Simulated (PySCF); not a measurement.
Isomers of C3H4. Isolated molecules, 0 K electronic values unless said otherwise. Strings in code marks are SMILES.

Method: PySCF 2.14.0 with PBE-D3(BJ)/def2-TZVP // r2SCAN-D4/def2-TZVP. All candidates: neutral, multiplicity 1. Delta-SCF ions had no search for a lower state. 

```
Property                                   Value
--------------------------------------  --------
vertical ionisation energy (Delta-SCF)  10.02 eV
dipole moment                             0.00 D
HOMO–LUMO gap                            5.84 eV
```

Question: Name which member has these values.
A. `C#CC`
B. `C1=CC1`
C. `C=C=C`

Answer: C, `C=C=C`. The others give `C1=CC1`: 9.71 eV, 0.48 D, 5.12 eV; `C#CC`: 10.22 eV, 0.87 D, 6.72 eV
